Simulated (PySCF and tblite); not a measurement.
C₅H₁₀O, numbered as in [CH3:1][C:2](=[O:3])[CH:4]([CH3:5])[CH3:6]. Conformers came from 90 starts (ETKDG and KDG, MMFF94s, GFN2-xTB); geometries are PBE0-D3(BJ)/def2-SVP. Free energies are PBE0-D3(BJ)/def2-TZVP (IEF-PCM, chloroform) single points with GFN2-xTB rigid-rotor and vibrational terms (modes under about 100 cm⁻¹ blended into free rotors). Symmetry numbers and mirror images are counted. Conformers within 3 kcal/mol (GFN2-xTB free energy) were kept, 8 at most. GIAO shieldings: PBE0/pcSseg-1 (IEF-PCM, chloroform). Couplings: B3LYP/pcSseg-1 with pcJ-1 on H (gas phase; spin-dipole term only for pairs with B, N, F, Si or P). Shifts are against TMS (¹H), TMS (¹³C) at the same level. Run with PySCF (density fitting) and tblite.

Torsions listed: O3–C2–C4–C5. Of a mirror pair one member is shown.

Two conformers hold nearly all the population. I: 136°; δ(C1) = 26.13 ppm. II: -95°; δ(C1) = 31.21 ppm. The average over the ensemble at 298.15 K is 30.29 ppm.

Task: What populations and free-energy difference follow from a two-state model?

Result: p(I) = (30.29 − 31.21)/(26.13 − 31.21) = 0.18, so K = p(II)/p(I) = 4.52 and G(II) − G(I) = −RT ln K = -0.89 kcal/mol. The weights computed directly are 18.2 % and 81.8 %.
